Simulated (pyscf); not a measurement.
allene (H₂C=C=CH₂) + methyl (CH₃•) → H₂C=C•–CH₂–CH₃ (addition; doublet surface; none broken, C–C formed). Single points on ωB97X-D3(BJ)/def2-SVP structures (PySCF, gas phase). Energies in kJ/mol from the separated reactants.

```tsv
level	barrier	reaction energy
ωB97X-D3(BJ)/def2-TZVP	24.4	-133.4
PBE/def2-TZVP	11.6	-119.3
B3LYP-D3(BJ)/def2-TZVP	(withheld)	-113.4
PBE0-D3(BJ)/def2-TZVP	16.8	-136.1
ωB97M-D3(BJ)/def2-TZVP	28.1	-120.4
HF/def2-TZVP	(withheld)	(withheld)
```

Task: Fill in the missing entries.

Result: 
- B3LYP-D3(BJ)/def2-TZVP, barrier: 18.8
- HF/def2-TZVP, barrier: 52.0
- HF/def2-TZVP, reaction energy: -108.0

The functionals in the table span 16.5 kJ/mol in this barrier, from PBE to ωB97M-D3(BJ)/def2-TZVP. H₂C=C•–CH₂–CH₃ lies 98.3 kJ/mol over its isomer •H₂C–CH=CH–CH₃ (electronic energy, ωB97M-D3(BJ)/def2-TZVP). This is the saddle that the search found; another between the same sides may lie lower.
